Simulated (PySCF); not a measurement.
Level of theory: B3LYP-D3(BJ)/def2-TZVP run with PySCF 2.14.0. Isolated molecules, 0 K electronic values unless said otherwise. One relaxed conformer stands for a flexible species; it need not be the lowest. B3LYP has the VWN-RPA correlation part, as in Gaussian. Delta-SCF ions had no search for a lower state. 

Reference species (SMILES): `C=CC` (neutral, multiplicity 1).

| Item | Result |
|---|---|
| HOMO | -7.15 eV |
| HOMO–LUMO gap | 7.34 eV |
| vertical ionisation energy (Delta-SCF) | 9.78 eV |

Changed species: `C(C=C)CO` (X = hydroxymethyl; the reference has X = H).

Q: What does the change do to the HOMO, HOMO–LUMO gap and vertical ionisation energy (Delta-SCF)?

A: the HOMO drops by 0.20 eV, to -7.35 eV; the HOMO–LUMO gap drops by 0.26 eV, to 7.08 eV; the vertical ionisation energy (Delta-SCF) decreases by 0.17 eV, to 9.61 eV.
